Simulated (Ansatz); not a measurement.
BN, triplet: reading a ladder of total energies

Geometry: a PBE0/def2-TZVP stationary point for this spin.

| atom | x (Å) | y (Å) | z (Å) |
| --- | --- | --- | --- |
| B | 0.0000 | 0.0000 | 0.0000 |
| N | 0.0000 | 0.0000 | 1.3155 |

Basis cc-pVTZ; Ansatz 0.2.0. Only valence electrons are correlated (noble-gas cores frozen), which leaves 8 electrons in 58 orbitals. Prefix R: restricted or restricted open-shell reference; prefix U: unrestricted.

Full CI isn't at hand for all of this; UCCSDT(Q) serves as the reference, and is uncertain by the last step of the cluster series or more.

UCCSD has a T1 diagnostic of 0.042 and a largest doubles amplitude of 0.08.

Runs differ by some tens of microhartree through their thresholds and, for an open shell, their frozen cores, so steps under 0.03 kcal/mol mean nothing.

Here the R and U totals at CCSDT(Q) differ by 0.21 kcal/mol, a measure of how far such totals hang on the determinant and its frozen core.

```tsv
level	total energy (hartree)
UHF	-79.015267
UMP2	-79.234750
UCCSD	-79.253957
UCCSD(T)	-79.266588
UCCSDT	-79.268087
UCCSDT(Q)	-79.269188
```

**Question.** What is the correlation energy at UCCSDT(Q), and what share of it do UMP2 and UCCSDT recover?

**Answer.** E(corr) = -79.269188 − (-79.015267) = -0.253921 hartree = -6.910 eV. UMP2: -0.219483 / -0.253921 = 86.44 %. UCCSDT: -0.252820 / -0.253921 = 99.57 %.

**Question.** By how many kcal/mol does UCCSD(T) miss UCCSDT(Q) (1 hartree = 627.509 kcal/mol), and which steps make up the rest?

**Answer.** -79.266588 − (-79.269188) = 0.002600 hartree = 1.63 kcal/mol. Steps: UCCSDT − UCCSD(T) = -0.94, UCCSDT(Q) − UCCSDT = -0.69 kcal/mol. Differences between like states or geometries often cancel part of this.
